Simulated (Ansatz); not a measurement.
Geometry optimisation, Ansatz, RKS PBE-D4/6-31G*.

input.yaml

```yaml
crystal:
  periodic: [false, false, false]
  atoms:
    - { symbol: O, position_ang: [-1.3476, 0.3705, 0.2396] }
    - { symbol: C, position_ang: [-0.0351, 0.3083, 0.1761] }
    - { symbol: C, position_ang: [0.5819, -0.7041, -0.4113] }
    - { symbol: F, position_ang: [0.0052, -1.7039, -0.9793] }
    - { symbol: F, position_ang: [1.966, -0.7271, -0.4149] }
    - { symbol: H, position_ang: [-1.6274, 1.254, 0.6931] }
    - { symbol: H, position_ang: [0.5182, 1.1343, 0.6511] }
basis:
  gaussian: { orbitals: "6-31G*" }
hamiltonian:
  xc: pbe
  dispersion: d4
relax:
  f_tol: 0.015
  max_steps: 40
```

Run as:

```bash
$ ansatz run input.yaml --threads 1 --pin off --max-ram 2048MiB --backend cpu --events-out ev --progress --plain --runs-dir out
```

Task: Where does it end, and by what steps?

Result: It converged. After 13 steps the energy has fallen by 0.305 eV; H6 moved furthest, 0.31 Å.

| step | energy less start (eV) | largest force component (eV/Å) | accepted |
| --- | --- | --- | --- |
| 0 | 0.0000 | 3.870 | yes |
| 1 | -0.2424 | 1.319 | yes |
| 2 | -0.2908 | 0.253 | yes |
| 3 | -0.2932 | 0.067 | yes |
| 4 | -0.2941 | 0.040 | yes |
| 5 | -0.2944 | 0.018 | yes |
| 6 | -0.2946 | 0.018 | yes |
| 7 | -0.2950 | 0.039 | yes |
| 8 | -0.2941 | 0.546 | no |
| 9 | -0.2962 | 0.027 | yes |
| 10 | -0.2994 | 0.414 | yes |
| 11 | -0.3037 | 0.114 | yes |
| 12 | -0.3047 | 0.051 | yes |
| 13 | -0.3049 | 0.012 | yes |

```xyz
7
Properties=species:S:1:pos:R:3
O -1.370 0.318 0.463
C -0.005 0.335 0.269
C 0.604 -0.654 -0.401
F -0.018 -1.672 -0.994
F 1.933 -0.749 -0.510
H -1.688 1.240 0.391
H 0.605 1.114 0.737
```

Run time: 32 s on 1 thread of Arm Neoverse V1, on a shared host, peak memory 0.13 GiB.
